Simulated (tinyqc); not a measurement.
Worked calculation: FCI on RHF in the sto-6g basis, frozen core, for LiH, spin multiplicity 1. One step of it, computed by the program tinyqc.

Question. Orthogonalisation. S = U s U^T; symmetric (Loewdin) form X = U s^(-1/2) U^T, so that X^T S X = 1.

overlap S:
```
           1Li 1s    1Li 2s   1Li 2px   1Li 2py   1Li 2pz     2H 1s
1Li 1s   1.000000  0.235742  0.000000  0.000000  0.000000  0.056570
1Li 2s   0.235742  1.000000  0.000000  0.000000  0.000000  0.375484
1Li 2px  0.000000  0.000000  1.000000  0.000000  0.000000  0.000000
1Li 2py  0.000000  0.000000  0.000000  1.000000  0.000000  0.000000
1Li 2pz  0.000000  0.000000  0.000000  0.000000  1.000000  0.493188
2H 1s    0.056570  0.375484  0.000000  0.000000  0.493188  1.000000
```

Give: eigenvalues of S; X.

Answer.

eigenvalues of S: 0.373  0.804  1.000  1.000  1.169  1.653

X:
```
         1Li 1s  1Li 2s  1Li 2px  1Li 2py  1Li 2pz   2H 1s
1Li 1s    1.022  -0.126    0.000    0.000   -0.005   0.009
1Li 2s   -0.126   1.098    0.000    0.000    0.100  -0.256
1Li 2px   0.000   0.000    1.000    0.000    0.000   0.000
1Li 2py   0.000   0.000    0.000    1.000    0.000   0.000
1Li 2pz  -0.005   0.100    0.000    0.000    1.129  -0.333
2H 1s     0.009  -0.256    0.000    0.000   -0.333   1.204
```
